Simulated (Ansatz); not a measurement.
## How the LO phonon frequency at X of zinc-blende AlN (metastable phase) moves with the method

No measured value is used here.

| level (code) | value (cm⁻¹) | cell (Å³/atom) |
|---|---|---|
| LDA (Ansatz) | 719 | 10.24 |
| PBE (Ansatz) | 695 | 10.67 |
| r²SCAN (Ansatz) | (withheld) | 10.43 |
| HSE06 (Ansatz) | 733 | 10.40 |
| PBE0 (Ansatz) | 733 | 10.39 |

Task: Fill in the missing entries.

Result: 
- r²SCAN (Ansatz, an electronic-structure program), value (cm⁻¹): 728

Each level is taken at its own relaxed cell. Cutoffs and k meshes differ between the levels. Ansatz's density-functional and Hartree–Fock values are scalar-relativistic unless marked +SOC, with PAW data made under PBE.
